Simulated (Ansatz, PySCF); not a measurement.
Potential energy curve for disilane, SMILES [SiH3][SiH3] (H6Si2). The Si1–H8 bond (Si1 also carries H, H, Si; H8 carries nothing else) is stretched with both fragments frozen at the PBE0/def2-TZVP optimised geometry.

Methods: UKS-PBE0 = unrestricted PBE0/cc-pVDZ run with Ansatz (a quantum-chemistry and plane-wave program); RKS-PBE0 = restricted PBE0/cc-pVDZ (Ansatz); UKS-PBE = unrestricted PBE/cc-pVDZ run with Ansatz; RKS-PBE = restricted PBE/cc-pVDZ (Ansatz); UKS-B3LYP/6-31G* = PySCF with unrestricted B3LYP/6-31G*, spherical d; RKS-B3LYP/6-31G* = restricted B3LYP/6-31G*, spherical d (PySCF).

Scanned distances (Å): 1.23, 1.30, 1.41, 1.45, 1.49, 1.53, 1.59, 1.67, 1.78, 1.97, 2.18, 2.46, 2.74, 3.14, 3.64, 4.30.

Problem. Where does the unrestricted solution first break spin symmetry (<S²> of 0.01 or more)?

Solution. UKS-PBE0: between 2.46 and 2.74 Å; UKS-PBE: between 2.46 and 2.74 Å; UKS-B3LYP/6-31G*: between 2.46 and 2.74 Å.

```json
[
 {"R / Å": "1.23", "<S²> UKS-PBE0": "0.00", "E(RKS-PBE0) − E(UKS-PBE0) / eV": "0.000", "<S²> UKS-PBE": "0.00", "E(RKS-PBE) − E(UKS-PBE) / eV": "0.000", "<S²> UKS-B3LYP/6-31G*": "0.00", "E(RKS-B3LYP/6-31G*) − E(UKS-B3LYP/6-31G*) / eV": "0.000"},
 {"R / Å": "1.30", "<S²> UKS-PBE0": "0.00", "E(RKS-PBE0) − E(UKS-PBE0) / eV": "0.000", "<S²> UKS-PBE": "0.00", "E(RKS-PBE) − E(UKS-PBE) / eV": "0.000", "<S²> UKS-B3LYP/6-31G*": "0.00", "E(RKS-B3LYP/6-31G*) − E(UKS-B3LYP/6-31G*) / eV": "0.000"},
 {"R / Å": "1.41", "<S²> UKS-PBE0": "0.00", "E(RKS-PBE0) − E(UKS-PBE0) / eV": "0.000", "<S²> UKS-PBE": "0.00", "E(RKS-PBE) − E(UKS-PBE) / eV": "0.000", "<S²> UKS-B3LYP/6-31G*": "0.00", "E(RKS-B3LYP/6-31G*) − E(UKS-B3LYP/6-31G*) / eV": "0.000"},
 {"R / Å": "1.45", "<S²> UKS-PBE0": "0.00", "E(RKS-PBE0) − E(UKS-PBE0) / eV": "0.000", "<S²> UKS-PBE": "0.00", "E(RKS-PBE) − E(UKS-PBE) / eV": "0.000", "<S²> UKS-B3LYP/6-31G*": "0.00", "E(RKS-B3LYP/6-31G*) − E(UKS-B3LYP/6-31G*) / eV": "0.000"},
 {"R / Å": "1.49", "<S²> UKS-PBE0": "0.00", "E(RKS-PBE0) − E(UKS-PBE0) / eV": "0.000", "<S²> UKS-PBE": "0.00", "E(RKS-PBE) − E(UKS-PBE) / eV": "0.000", "<S²> UKS-B3LYP/6-31G*": "0.00", "E(RKS-B3LYP/6-31G*) − E(UKS-B3LYP/6-31G*) / eV": "0.000"},
 {"R / Å": "1.53", "<S²> UKS-PBE0": "0.00", "E(RKS-PBE0) − E(UKS-PBE0) / eV": "0.000", "<S²> UKS-PBE": "0.00", "E(RKS-PBE) − E(UKS-PBE) / eV": "0.000", "<S²> UKS-B3LYP/6-31G*": "0.00", "E(RKS-B3LYP/6-31G*) − E(UKS-B3LYP/6-31G*) / eV": "0.000"},
 {"R / Å": "1.59", "<S²> UKS-PBE0": "0.00", "E(RKS-PBE0) − E(UKS-PBE0) / eV": "0.000", "<S²> UKS-PBE": "0.00", "E(RKS-PBE) − E(UKS-PBE) / eV": "0.000", "<S²> UKS-B3LYP/6-31G*": "0.00", "E(RKS-B3LYP/6-31G*) − E(UKS-B3LYP/6-31G*) / eV": "0.000"},
 {"R / Å": "1.67", "<S²> UKS-PBE0": "0.00", "E(RKS-PBE0) − E(UKS-PBE0) / eV": "0.000", "<S²> UKS-PBE": "0.00", "E(RKS-PBE) − E(UKS-PBE) / eV": "0.000", "<S²> UKS-B3LYP/6-31G*": "0.00", "E(RKS-B3LYP/6-31G*) − E(UKS-B3LYP/6-31G*) / eV": "0.000"},
 {"R / Å": "1.78", "<S²> UKS-PBE0": "0.00", "E(RKS-PBE0) − E(UKS-PBE0) / eV": "0.000", "<S²> UKS-PBE": "0.00", "E(RKS-PBE) − E(UKS-PBE) / eV": "0.000", "<S²> UKS-B3LYP/6-31G*": "0.00", "E(RKS-B3LYP/6-31G*) − E(UKS-B3LYP/6-31G*) / eV": "0.000"},
 {"R / Å": "1.97", "<S²> UKS-PBE0": "0.00", "E(RKS-PBE0) − E(UKS-PBE0) / eV": "0.000", "<S²> UKS-PBE": "0.00", "E(RKS-PBE) − E(UKS-PBE) / eV": "0.000", "<S²> UKS-B3LYP/6-31G*": "0.00", "E(RKS-B3LYP/6-31G*) − E(UKS-B3LYP/6-31G*) / eV": "0.000"},
 {"R / Å": "2.18", "<S²> UKS-PBE0": "0.00", "E(RKS-PBE0) − E(UKS-PBE0) / eV": "0.000", "<S²> UKS-PBE": "0.00", "E(RKS-PBE) − E(UKS-PBE) / eV": "0.000", "<S²> UKS-B3LYP/6-31G*": "0.00", "E(RKS-B3LYP/6-31G*) − E(UKS-B3LYP/6-31G*) / eV": "0.000"},
 {"R / Å": "2.46", "<S²> UKS-PBE0": "0.00", "E(RKS-PBE0) − E(UKS-PBE0) / eV": "0.000", "<S²> UKS-PBE": "0.00", "E(RKS-PBE) − E(UKS-PBE) / eV": "0.000", "<S²> UKS-B3LYP/6-31G*": "0.00", "E(RKS-B3LYP/6-31G*) − E(UKS-B3LYP/6-31G*) / eV": "0.000"},
 {"R / Å": "2.74", "<S²> UKS-PBE0": "0.48", "E(RKS-PBE0) − E(UKS-PBE0) / eV": "0.125", "<S²> UKS-PBE": "0.11", "E(RKS-PBE) − E(UKS-PBE) / eV": "0.003", "<S²> UKS-B3LYP/6-31G*": "0.35", "E(RKS-B3LYP/6-31G*) − E(UKS-B3LYP/6-31G*) / eV": "0.073"},
 {"R / Å": "3.14", "<S²> UKS-PBE0": "0.83", "E(RKS-PBE0) − E(UKS-PBE0) / eV": "0.589", "<S²> UKS-PBE": "0.72", "E(RKS-PBE) − E(UKS-PBE) / eV": "0.245", "<S²> UKS-B3LYP/6-31G*": "0.74", "E(RKS-B3LYP/6-31G*) − E(UKS-B3LYP/6-31G*) / eV": "0.428"},
 {"R / Å": "3.64", "<S²> UKS-PBE0": "0.96", "E(RKS-PBE0) − E(UKS-PBE0) / eV": "1.180", "<S²> UKS-PBE": "0.95", "E(RKS-PBE) − E(UKS-PBE) / eV": "0.673", "<S²> UKS-B3LYP/6-31G*": "0.93", "E(RKS-B3LYP/6-31G*) − E(UKS-B3LYP/6-31G*) / eV": "0.929"},
 {"R / Å": "4.30", "<S²> UKS-PBE0": "1.00", "E(RKS-PBE0) − E(UKS-PBE0) / eV": "1.723", "<S²> UKS-PBE": "1.00", "E(RKS-PBE) − E(UKS-PBE) / eV": "1.074", "<S²> UKS-B3LYP/6-31G*": "0.99", "E(RKS-B3LYP/6-31G*) − E(UKS-B3LYP/6-31G*) / eV": "1.419"}
]
```
